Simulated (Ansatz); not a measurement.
Geometry optimisation, Ansatz 0.2.0, RKS B3LYP-D4/6-31G*.

Input file:

```yaml
crystal:
  periodic: [false, false, false]
  atoms:
    - { symbol: B, position_ang: [0.04363, -0.156085, 0.271498] }
    - { symbol: "N", position_ang: [0.056606, -0.353483, 1.731344] }
    - { symbol: H, position_ang: [-0.771306, -0.595766, 2.257353] }
    - { symbol: H, position_ang: [0.911849, -0.415527, 2.266593] }
    - { symbol: H, position_ang: [1.084225, 0.006776, -0.286239] }
    - { symbol: H, position_ang: [-1.007479, -0.217135, -0.291232] }
    - { symbol: S, position_ang: [-0.392598, 2.897623, 0.56479] }
    - { symbol: H, position_ang: [-1.706464, 2.629118, 0.419185] }
    - { symbol: H, position_ang: [-0.217662, 1.87868, 1.477508] }
basis:
  gaussian: { orbitals: "6-31G*" }
hamiltonian:
  xc: b3lyp
  dispersion: d4
relax:
  f_tol: 0.03
  max_steps: 50
```

Launched with:

```bash
$ ansatz run input.yaml --threads 1 --pin off --max-ram 2048MiB --backend cpu --events-out ev --progress --plain --runs-dir out
```

**Question.** Where does it end, and by what steps?

**Answer.** The forces met the threshold. The force dipped under the threshold on the way, but the program's further checks kept it going. After 17 steps the energy has fallen by 0.223 eV; S7 moved furthest, 1.05 Å.

```csv
step,energy less start (eV),largest force component (eV/Å),accepted
0,0.0000,2.278,yes
1,-0.1417,1.264,yes
2,-0.1828,0.401,yes
3,-0.1907,0.168,yes
4,-0.1997,0.123,yes
5,-0.2014,0.401,yes
6,-0.2109,0.031,yes
7,-0.1605,1.284,no
8,-0.2148,0.030,yes
9,-0.2166,0.193,yes
10,-0.2185,0.120,yes
11,-0.2165,0.258,no
12,-0.2201,0.058,yes
13,-0.2210,0.176,yes
14,-0.2218,0.066,yes
15,-0.2222,0.017,yes
16,-0.2225,0.037,yes
17,-0.2226,0.029,yes
```

```xyz
9
Properties=species:S:1:pos:R:3
B 0.134 -0.606 0.230
N 0.120 -0.309 1.594
H -0.730 -0.207 2.134
H 0.959 -0.258 2.158
H 1.185 -0.756 -0.319
H -0.908 -0.686 -0.352
S -0.877 3.287 1.410
H -1.607 3.124 0.285
H -0.276 2.084 1.271
```

The run took 46 s on 1 thread of Arm Neoverse V1 (shared host), peak memory 0.13 GiB.
